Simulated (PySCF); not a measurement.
# Identify the compound

The spectra below were simulated for a compound C3H3FN2.

¹H NMR (300 MHz, computed): δ 9.17 (br s, 1H), 7.56 (d, J = 4.8 Hz, 1H), 7.35 (d, J = 5.1 Hz, 1H).

¹³C{¹H} NMR (computed): δ 160.9 (C, d, J = 318.5 Hz), 130.8 (CH, d, J = 7.3 Hz), 117.4 (CH, d, J = 24.4 Hz).

Method: coordinates at the GFN2-xTB level, σ from GIAO-PBE0/pcSseg-1, spin–spin couplings from B3LYP/pcJ-1, in PySCF 2.14.0 with density-fitted response routines (relativity neglected, in vacuum, one computed conformer).

δ = σ(ref) − σ, references computed at the same level: ¹H (σref 31.72), ¹³C (σref 186.93) vs TMS.

Q: What is the structure?

A: 
- The formula gives 3 degrees of unsaturation (1 ring in the answer).
- 3 carbon signals for 3 carbons: no two carbons are equivalent.
- Carbon types of the structure: 1 × C, 2 × CH, leaving 1 H on heteroatoms.
- δC 160.9: aromatic carbon bearing fluorine; the electronegative substituent deshields the carbon that carries it.
- δC 130.8, 117.4: aromatic CH next to a ring nitrogen.
- δH 9.17: hydrogen on a pyrrole-type ring nitrogen; labile proton, position sensitive to the medium.
- δH 7.56, 7.35: hydrogen on an aromatic CH next to a ring nitrogen; it sits in the deshielding region of the aromatic ring current.

These data were computed for SMILES Fc1cn[nH]c1.

This is the structure that produced the data.

OH and NH positions are those of a molecule without intermolecular hydrogen bonds; in solution they move with solvent, concentration and temperature, and exchange usually removes their couplings. Common functionals overestimate the size of one-bond C–F couplings by tens of Hz; these are unscaled. Splittings below 1 Hz are ignored in the labels, and close J values are merged. Shifts are as computed. Against solution values, carbons near 30 ppm lie about +3 ppm off and those near 130 ppm about +5 ppm. Of 1211 compounds with measured shifts, 218 miss one by over three times the rms of a fit or turn the order of signals round; such compounds aren't used in these exercises. Couplings to exchangeable protons are dropped.
